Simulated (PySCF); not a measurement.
C4H8S.
SMILES with atom numbers: `[CH3:1]/[CH:2]=[CH:3]/[S:4][CH3:5]` (hydrogens: H6, H7, H8 on C1; H9 on C2; H10 on C3; H11, H12, H13 on C5)

Cartesian coordinates in Å at the PBE0-D3(BJ)/def2-SVP level; atoms count from 1:
```xyz
13
C4H8S angstrom
C     -2.2521    0.3690   -0.2296
C     -0.7826    0.1152   -0.1378
C     -0.2316   -1.1023   -0.2412
S      1.4476   -1.5741   -0.1604
C      2.2799   -0.0021    0.0998
H     -2.4910    1.0545   -1.0605
H     -2.6368    0.8443    0.6887
H     -2.8157   -0.5622   -0.3885
H     -0.1440    0.9903    0.0230
H     -0.8712   -1.9783   -0.4018
H      2.1031    0.6876   -0.7393
H      1.9588    0.4696    1.0407
H      3.3537   -0.2243    0.1597
```

Linear response at CAM-B3LYP/def2-SVPD (PySCF, frozen core in the response, non-relativistic).

Static isotropic polarisability: 73.77 au (10.93 Å³), principal values 53.8, 70.2, 97.3 au.

**Question.** What is the polarisability at 1064 nm and at the sodium D line?

**Answer.** 74.60 au at 1064 nm (+1.1 %), 76.63 au at 589.3 nm (+3.9 %). The rise at 589.3 nm is 3.44 times that at 1064 nm; a pure ω² law gives 3.26. The lowest singlet lies at 232 nm, shorter than both wavelengths.

**Question.** What is the isotropic C6 coefficient between two such molecules, C6 = (3/π)∫α(iω)² dω?

**Answer.** 2040 au (Eh·bohr⁶) by a ten-point quadrature over imaginary frequencies, which is 1220 eV·Å⁶ or 118 J·nm⁶/mol.

**Question.** Which effective excitation energy ω̄ makes London's formula C6 = (3/4)α²ω̄ exact here?

**Answer.** ω̄ = 4·C6/(3α²) = 0.500 Eh = 13.6 eV. A one-pole form α(ω) = α/(1 − ω²/ω̄²) fitted to the 1064 nm value gives 11.0 eV.

**Question.** What molar refraction at the D line follows from R = (4π/3)·N_A·α′, with α′ the polarisability volume?

**Answer.** α′ = 11.36 Å³ gives R = 28.65 cm³/mol, for isolated, non-vibrating species.

**Question.** What does −C6/R⁶ come to at R = 12 Å between centres?

**Answer.** -39 J/mol. This is the leading, orientation-averaged term; C8 and higher terms are left out.

**Question.** The lowest 6 singlets have (eV, f): 5.34, 0.000; 5.83, 0.006; 5.88, 0.356; 6.08, 0.011; 6.66, 0.000; 6.87, 0.016. What share of the static polarisability do they carry in the sum over states α = Σ f/ω²?

**Answer.** 8.23 au, 11.2 % of α; the largest term, 7.62 au, is that of the state at 5.88 eV. Their oscillator strengths add up to 0.39. Higher states carry the rest.

**Question.** How many electrons N does the Slater–Kirkwood formula C6 = (3/4)·√N·α^(3/2) need to give this C6?

**Answer.** N = (4·C6/3)²/α³ = 18.4; the species has 48 electrons in all.

**Question.** What n − 1 at the D line would an ideal gas of it have at 273.15 K and 1 atm (2.6868 × 10¹⁹ cm⁻³), by n − 1 = 2π·N·α′?

**Answer.** 19.17 × 10⁻⁴, a formal value whether or not that pressure can be reached.

**Question.** How anisotropic is the static polarisability, by Δα² = ½[(α1 − α2)² + (α2 − α3)² + (α3 − α1)²]?

**Answer.** Δα = 38.0 au, or 0.52 of the isotropic value.

One conformer stands for the species.
